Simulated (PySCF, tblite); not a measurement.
**Complex of boron trifluoride and 2 × ammonia**

A gas-phase complex of boron trifluoride and 2 × ammonia; neutral, singlet. The structure comes from a short search (6 tight-binding starts) and was relaxed by PBE0-D3(BJ)/def2-SVPD; another way of binding may lie lower. No frequency run checks that it is a minimum.

```
part               name  SMILES  atoms  charge  multiplicity
   1  boron trifluoride  FB(F)F    1–4       0             1
   2            ammonia       N    5–8       0             1
   3            ammonia       N   9–12       0             1
```

```xyz
12

F    -0.590    1.444   -0.467
B    -0.672    0.072   -0.440
F     0.350   -0.554   -1.138
F    -0.816   -0.442    0.841
N    -2.027   -0.349   -1.214
H    -1.997   -0.056   -2.187
H    -2.069   -1.396   -1.155
H    -2.844    0.064   -0.771
N    -1.410   -3.031   -0.663
H    -1.776   -3.971   -0.769
H    -0.488   -3.000   -1.094
H    -1.258   -2.857    0.328
```
Atoms count from 1 in this order.

Contacts between parts, classed by geometry: B2···N5 1.617 Å (bond); H7···N9 1.830 Å (hydrogen bond, 153°).

The parts are joined by the bond B2–N5, so these are energies of forming such bonds; deforming the relaxed parts to their shape in the adduct costs 28.9 kcal/mol, which the interaction energies leave out.

Interaction energies are complex less parts, with the parts frozen as they stand in it; counterpoise-corrected, in kcal/mol (PySCF).

Problem. Give the interaction energy at each level run.

Solution. 
```
                 level  interaction  superposition error removed
wB97M-D3(BJ)/def2-SVPD       -65.32                        -4.25
 PBE0-D3(BJ)/def2-SVPD       -69.01                        -4.31
```

Problem. What holds them together? Decompose the wB97M-D3(BJ)/def2-SVPD energy: frozen parts, their antisymmetrised product, then relaxation.

Solution. electrostatic -127.5, Pauli repulsion +167.3, orbital relaxation -105.3, dispersion correction -4.1 kcal/mol, which sum to the value before the counterpoise correction; the Pauli term holds the exchange-correlation of the frozen density too. Of the attraction, 54 % is electrostatic, 44 % is orbital relaxation, 2 % is dispersion correction.

Problem. Are the pair energies additive?

Solution. The pairs sum to -57.63 kcal/mol (1–2 -52.2, 1–3 -4.5, 2–3 -0.9); the rest of -7.69 is a many-body strengthening.

The parts were also relaxed and run alone, at the levels used for the complex: shieldings by PBE0/pcSseg-2; core levels by delta-SCF with SCAN, pcX-2 on the ionised atom and pcseg-1 elsewhere, spin-free X2C.

Problem. What does binding change?

Solution. 
```csv
property,alone,in the complex,change
N5–H7 bond (Å),1.016,1.050,+0.034
shielding of B2 (ppm),88.9,100.7,+11.8
shielding of N5 (ppm),262.5,207.9,-54.6
shielding of H7 (ppm),31.49,20.82,-10.67
shielding of N9 (ppm),262.5,246.3,-16.2
B2 1s core level (eV),202.41,199.22,-3.19
N5 1s core level (eV),405.54,407.48,+1.94
N9 1s core level (eV),405.54,406.19,+0.65
```

Density functionals tend to overstate the lengthening and the red shift of so strongly bound an X–H bond.
